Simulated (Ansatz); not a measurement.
**[NO2]+ (SMILES O=[N+]=O) at BLYP/def2-TZVPPD**

Aim: the vertical singlet–triplet gap of [NO2]+ at BLYP/def2-TZVPPD, from 2 runs. 

The results are computed with Ansatz 0.2.0.

5 further runs of the same task are left out: 5 that didn't finish.

## Step 1: The system as given

The species is [NO2]+ (3 atoms), meant as a singlet with charge +1. As SMILES, `O=[N+]=O`. The shape is that of a PBE0-D4/def2-TZVP optimisation.

Bond lengths: O1–N2 1.110 Å, N2–O3 1.110 Å. Angles: O1–N2–O3 180.0°.

## Step 2: The energy at BLYP/def2-TZVPPD

run.yaml reads:

```yaml
crystal:
  periodic: [false, false, false]
  atoms:
    - {symbol: O, position_ang: [-0.572980, 0.927020, -0.209580]}
    - {symbol: "N", position_ang: [-0.000010, -0.000010, -0.000000]}
    - {symbol: O, position_ang: [0.572990, -0.927010, 0.209580]}
basis:
  gaussian:
    orbitals: def2-TZVPPD.json
total_charge: 1
hamiltonian:
  xc: {name: BLYP}
accuracy: high
output: {orbitals: {seedname: orbitals}}
```

The basis set def2-TZVPPD is read from a file made from the Basis Set Exchange's data (not shown).

Command:

```bash
$ ansatz run run.yaml --threads 1 --pin off --max-ram 3480MiB --events-out events.jsonl --progress --plain --runs-dir runs
```

Standard output:

```text
Warning: RAYON_NUM_THREADS=1 ignored (pool sized by the plan → 1); use --threads N
Functional definition: BLYP
  name "BLYP"
  parameter beta = 0.0042
  parameter a = 0.04918
  parameter b = 0.132
  parameter c = 0.2533
  parameter d = 0.349
  exchange = b88_x(beta = beta)
  correlation = lyp_c(a = a, b = b, c = c, d = d)
1640 factors; integrals over basis functions are off by at most 3.6e-9 eV
mean field evaluation 1: about -5567.7651 eV, gradient 6.3e1 eV
mean field evaluation 2: about -5561.6455 eV, gradient 8.9e1 eV
mean field evaluation 4: about -5573.3005 eV, gradient 1.4e0 eV
mean field evaluation 8: about -5573.3074 eV, gradient 1.5e-1 eV
mean field evaluation 16: about -5573.3075 eV, gradient 8.6e-8 eV
mean field -5573.30746505 eV, -204.8152716170 hartree, gradient 1.7e-8 eV, S^2 0.000000; 0 other end points of the search recorded, 0 dependent functions left out
reference -5573.30751107 eV, -204.8152733082 hartree; 11, 11 occupied and 106, 106 virtual orbitals, 1640 factors
Total energy: -5573.30751107 eV, -204.8152733082 hartree
```

Run time: 3.6 s. Hardware: 1 thread of Arm Neoverse V2, shared host; peak memory 0.23 GiB.

## Step 3: The triplet, same level

job.yaml reads:

```yaml
crystal:
  periodic: [false, false, false]
  atoms:
    - {symbol: O, position_ang: [-0.572980, 0.927020, -0.209580]}
    - {symbol: N, position_ang: [-0.000010, -0.000010, -0.000000]}
    - {symbol: O, position_ang: [0.572990, -0.927010, 0.209580]}
basis:
  gaussian:
    orbitals: def2-TZVPPD.json
total_charge: 1
magnetization:
  spin_polarized: true
  initial_magnetization: 2
hamiltonian:
  xc: {name: BLYP}
accuracy: high
output:
  orbitals: {seedname: orbitals}
```

The basis set def2-TZVPPD is read from a file made from the Basis Set Exchange's data (not shown).

Command:

```bash
$ ansatz run job.yaml --threads 1 --pin off --max-ram 3480MiB --events-out events.jsonl --progress --plain --runs-dir runs
```

Standard output (excerpt; [...] marks lines left out):

```text
Warning: RAYON_NUM_THREADS=1 ignored (pool sized by the plan → 1); use --threads N
[... 2 set-up lines as earlier in the session ...]
[...]
1640 factors; integrals over basis functions are off by at most 3.6e-9 eV
[...]
mean field -5566.85068643 eV, -204.5779893795 hartree, gradient 1.4e-8 eV, S^2 2.003319; 17 other end points of the search recorded, 0 dependent functions left out
reference -5566.85073624 eV, -204.5779912098 hartree; 12, 10 occupied and 105, 107 virtual orbitals, 1640 factors
Total energy: -5566.85073624 eV, -204.5779912098 hartree
```

It took 1.9 min on 1 thread of Arm Neoverse V2, shared host; peak memory 0.31 GiB.

## Step 4: What came out

Level: BLYP/def2-TZVPPD.

| quantity | value |
| --- | --- |
| singlet: total energy | -204.81527 Eh |
| singlet: HOMO energy | -19.41 eV |
| singlet: LUMO energy | -11.88 eV |
| singlet: HOMO–LUMO gap | 7.53 eV |
| triplet: total energy | -204.57799 Eh |
| triplet: HOMO energy (highest over α and β) | -12.66 eV |
| triplet: ⟨S²⟩ | 2.003 |
| vertical energy of the triplet above the singlet | 6.457 eV |

**Reading.** At this shape the triplet lies 6.46 eV (623 kJ/mol) above the singlet.
